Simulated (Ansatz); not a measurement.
# Ge4: the cost of one run

The runs use Ansatz 0.2.0, Gaussian basis; UKS PBE0-D4/def2-TZVP.

Levels to be run: a search for the lowest solution at PBE0-D4/def2-SVP; a single point at PBE0-D4/def2-TZVP.

2 further runs of the same task are left out: 2 set aside as unsound or not needed. Runs told in other sessions of the task aren't counted.

## (1) The geometry

The doublet was relaxed beforehand with r2SCAN-D4/def2-SVP. At that level it is the lowest of the isomers that a small search found.

4 atoms, charge 1, spin multiplicity 2.

Atoms are counted from 1 here; the program's logs count them from 0.

Bond lengths: Ge1–Ge2 2.421 Å, Ge1–Ge3 2.421 Å, Ge2–Ge4 2.421 Å, Ge3–Ge4 2.421 Å. Angles: Ge2–Ge1–Ge3 108.0°, Ge1–Ge2–Ge4 72.0°, Ge1–Ge3–Ge4 72.0°, Ge2–Ge4–Ge3 108.0°.

The ion is computed in the gas phase, without counter-ions or solvent.

Bonds by kind at the end (by distance):

| bond | count | shortest (Å) | longest (Å) |
| --- | --- | --- | --- |
| Ge–Ge | 5 | 2.421 | 2.846 |

## (2) Searching for the lowest solution, PBE0-D4/def2-SVP

start.molden holds the orbitals of an earlier run on this state, given as this run's starting guess.

File in.yaml:

```yaml
crystal:
  periodic: [false, false, false]
  atoms:
    - {symbol: Ge, position_ang: [-0.152452, 0.622200, -1.270473]}
    - {symbol: Ge, position_ang: [1.822578, 0.704763, 0.126465]}
    - {symbol: Ge, position_ang: [-1.822426, -0.705115, -0.126649]}
    - {symbol: Ge, position_ang: [0.152300, -0.621849, 1.270667]}
basis:
  gaussian: {orbitals: def2-SVP, initial_orbitals: start.molden}
total_charge: 1
magnetization: {spin_polarized: true, initial_magnetization: 1}
hamiltonian: {xc: pbe0, dispersion: d4}
output: {orbitals: {seedname: orbitals}}
```

On the command line:

```bash
$ ansatz run in.yaml --threads 4 --pin off --events-out ev --progress --plain --max-ram 4787MiB
```

What time and memory should one allow on 4 threads of Arm Neoverse V2, shared host?

About 8.5 s, with a peak of 0.61 GiB.
